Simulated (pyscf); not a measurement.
Thermochemistry of product channels of `[O]=[Ta]([F])([F])[F]` + `[ClH]` on the singlet surface, in kcal/mol, from ωB97M-D3(BJ)/def2-TZVP energies (ideal gas, 1 atm, RRHO with modes under 100 cm⁻¹ raised to 100, one conformer, R ln 2 for chiral ones without a mode under 150 cm⁻¹). PySCF, gas phase, ωB97X-D3(BJ)/def2-SVP geometries.

```tsv
products	ΔE	ΔH(298 K)	ΔG(298 K)	ΔG(600 K)
`[OH][Ta]([F])([F])([F])[Cl]`	___	-25.0	-15.6	-6.4
`[O]=[Ta]([F])([F])[Cl]` + `[FH]`	+4.2	+5.4	+4.9	+4.3
```

Q: Complete the blanks.

A: 
- `[OH][Ta]([F])([F])([F])[Cl]`, ΔE: -27.5

The channel to HO–Ta(F)(F)(F)–Cl turns unfavourable between 298 and 1200 K (ΔG from -15.6 kcal/mol to +10.9 kcal/mol).

These are energies of the channels, which say nothing of barriers. Elements past Kr carry the def2 core potentials, without spin-orbit coupling.
